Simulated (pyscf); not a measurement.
Concerted two-bond exchange: `[BH3]` + `[CH3][Cl]` → `[BH2][Cl]` + `[CH4]`

Gas phase, singlet surface, charge 0. Bonds broken: B1–H6, Cl2–C5. Bonds formed: B1–Cl2, C5–H6. Structures and frequencies: ωB97X-D3(BJ)/def2-SVP in PySCF. Correlated levels are frozen-core, on RHF or UHF. ΔMP2 is the change of the MP2 total energy from the triple- to the quadruple-zeta basis.

Transition state (Å):

```xyz
9

B      1.1939     1.2799    -0.3401
Cl     0.5685    -0.1967    -1.5038
H      0.5429     2.2688    -0.6002
H      2.4039     1.3342    -0.4247
C     -0.6789     0.0032     0.5048
H      0.9566     0.8265     0.7997
H     -1.4354    -0.2635    -0.2321
H     -0.9071     0.9029     1.0750
H     -0.2268    -0.8276     1.0497
```

One imaginary mode, 933i cm⁻¹; descent along it reached the two sides named, in the forms told below.

```json
[
 {"bond": "B1–H6", "change": "breaks", "reactant side (Å)": "1.214", "saddle": "1.249", "product side": "2.8"},
 {"bond": "Cl2–C5", "change": "breaks", "reactant side (Å)": "1.785", "saddle": "2.373", "product side": "4.0"},
 {"bond": "B1–Cl2", "change": "forms", "reactant side (Å)": "2.197", "saddle": "1.981", "product side": "1.746"},
 {"bond": "C5–H6", "change": "forms", "reactant side (Å)": "3.1", "saddle": "1.855", "product side": "1.100"}
]
```

Electronic energies relative to the separated reactants (kcal/mol):

| level | barrier | reaction energy | reverse barrier |
|---|---|---|---|
| ωB97X-D3(BJ)/def2-TZVP | 46.0 | -41.5 | 87.5 |
| PBE/def2-TZVP | 33.9 | -43.4 | 77.3 |
| r²SCAN/def2-TZVP | 37.5 | -43.9 | 81.4 |
| B3LYP-D3(BJ)/def2-TZVP | 41.4 | -42.0 | 83.4 |
| PBE0-D3(BJ)/def2-TZVP | 39.8 | -42.8 | 82.5 |
| M06-2X/def2-TZVP | 46.0 | -41.7 | 87.7 |
| ωB97M-D3(BJ)/def2-TZVP | 44.0 | -42.4 | 86.3 |
| HF/def2-TZVP | 64.8 | -39.7 | 104.5 |
| MP2/def2-QZVPP | 48.8 | -43.2 | 91.9 |
| CCSD/def2-TZVPP | 51.0 | -42.0 | 93.1 |
| CCSD(T)/def2-TZVPP | 46.8 | -42.5 | 89.4 |
| CCSD(T)/def2-TZVPP + ΔMP2(QZVPP) | 46.6 | -42.2 | 88.8 |

With CCSD(T)/def2-TZVPP + ΔMP2(QZVPP) energies and thermal terms (ideal gas, 1 atm, RRHO with modes under 100 cm⁻¹ raised to 100, one conformer, R ln 2 for chiral ones without a mode under 150 cm⁻¹), in kcal/mol:

```csv
T (K),ΔH‡,ΔG‡,ΔH,ΔG
298,47.1,56.4,-41.0,-40.8
600,47.4,65.7,-41.1,-40.7
900,48.1,74.7,-41.2,-40.4
1200,48.7,83.5,-41.3,-40.2
```

On the reactant side the descent ends in an adduct with a B–Cl contact, 9.4 kcal/mol under the separated species and 55.4 kcal/mol under the saddle at ωB97X-D3(BJ)/def2-TZVP. What is counted as formed (B–Cl) is already present as a longer contact in the reactant adduct; forming that adduct is a step of its own. One saddle was located; it need not be the lowest between these sides. The CCSD(T) − MP2 part came from Ansatz, without density fitting, on the same reference.
